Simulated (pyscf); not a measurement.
Structures and frequencies: ωB97X-D3(BJ)/def2-SVP in PySCF.

Question: `[OH][GeH2][GeH3]` + `[H][H]` -> `[GeH3][GeH3]` + `[OH2]`
Surface: singlet. Broken: Ge–O, H–H. Formed: Ge–H, H–O. Give ΔE‡ and ΔE from ωB97M-D3(BJ)/def2-TZVP, relative to the separated reactants.

Answer: ΔE‡ = 1.92 eV, ΔE = -0.04 eV. Zero-point energy shifts the barrier by +0.10 eV. It is a four-centre exchange, with an imaginary mode of 1326i cm⁻¹. At the saddle there is also a short Ge–H contact that neither side keeps. This is the saddle that the search found; another between the same sides may lie lower. Elements up to Kr have no core potential and no relativistic terms here.
